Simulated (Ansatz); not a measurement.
The input, for Ansatz 0.2.0:

```yaml
crystal:
  periodic: [false, false, false]
  atoms:
    - {symbol: Si, position_ang: [0.000000, 0.000000, 0.000000]}
    - {symbol: C, position_ang: [0.000000, 0.000000, 1.635786]}
basis:
  gaussian: {orbitals: 6-31G}
total_charge: 1
magnetization: {spin_polarized: true, initial_magnetization: 1}
hamiltonian: {xc: {name: PBE}}
output: {orbitals: {seedname: orbitals}}
```

```sh
$ ansatz run in.yaml --threads 1 --pin off --events-out ev --progress --plain --max-ram 2176MiB
```

(1) Roughly how long does this take on 1 thread of Intel Xeon 6975P-C, shared host, and how much host memory?

```
267 factors; integrals over basis functions are off by at most 8.5e-5 eV
mean field evaluation 1: about -8862.1832 eV, gradient 6.3e1 eV
mean field evaluation 2: about -8784.8761 eV, gradient 6.7e1 eV
mean field evaluation 4: about -8855.4032 eV, gradient 6.3e1 eV
mean field evaluation 8: about -8891.0807 eV, gradient 3.0e-1 eV
mean field evaluation 16: about -8891.4510 eV, gradient 8.5e-4 eV
mean field evaluation 32: about -8891.2058 eV, gradient 3.2e0 eV
mean field evaluation 64: about -8891.0555 eV, gradient 1.6e0 eV
mean field evaluation 96: about -8890.9280 eV, gradient 4.2e0 eV
mean field evaluation 128: about -8891.2683 eV, gradient 3.3e-1 eV
mean field evaluation 160: about -8891.4095 eV, gradient 7.1e-1 eV
mean field -8891.45099903 eV, -326.7547973724 hartree, gradient 1.3e-5 eV, S^2 1.613506; 18 other end points of the search recorded, 0 dependent functions left out
reference -8891.45102569 eV, -326.7547983521 hartree; 10, 9 occupied and 12, 13 virtual orbitals, 267 factors
Total energy: -8891.45102569 eV, -326.7547983521 hartree
```

Results:

(1) 1.8 s wall and 0.09 GiB.
